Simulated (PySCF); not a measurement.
## Working out the ionisation energy of Si

Si [Ne] 3s2 3p2 (3P) → Si⁺ [Ne] 3s2 3p1 (2P). Computed with PySCF 2.14 in x2c-SVPall, with scalar relativity by spin-free X2C-1e. Frozen: [Ne]. Energies in hartree (1 hartree = 27.21139 eV):

| part | Si (lower) | Si⁺ (upper) |
| --- | --- | --- |
| UHF | -289.348114 | -289.067590 |
| CCSD correlation | -0.061430 | -0.052915 |
| (T) | -0.000972 | -0.000657 |

Problem. What does Hartree-Fock give?

Solution. (-289.067590) − (-289.348114) = 0.280524 hartree = 7.633 eV.

Problem. What do CCSD and CCSD(T) give?

Solution. The CCSD correlation energies differ by 0.008515 hartree = 0.232 eV and the triples by 0.000315 hartree = 0.009 eV, so CCSD gives 7.865 eV and CCSD(T) 7.874 eV.

Measured between the centres of the two terms (NIST): 8.157 eV, so CCSD(T) (valence) is off by -0.283 eV.

A double-zeta basis recovers only part of the correlation energy.

What remains against the reference includes basis incompleteness, the frozen core and higher excitations.
